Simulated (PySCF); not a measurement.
Gas-phase reaction: 2 C2H4 = C3H4 (propyne) + CH4

Computed with PySCF (xtb for GFN2) and rigid-rotor harmonic-oscillator thermochemistry at 1 bar. Table values come from the NASA 1993 polynomials. † marks an energy on the PBE0/def2-TZVP geometry and frequencies; other levels use their own. MP2 freezes the core. All species are closed-shell singlets. MP2 isn't extrapolated to the basis-set limit.

Levels: a) ωB97M-V/def2-TZVP†; b) GFN2-xTB; c) MP2/def2-TZVPP†.

Task: Order the levels by the distance of their ΔH°(298 K) from the table for this reaction, closest first.

Result: a (+2 kJ), c (-15 kJ), b (-45 kJ)

The table gives 5 kJ. The order holds for this reaction alone, and for the 1993 entries, some of which have been revised since.
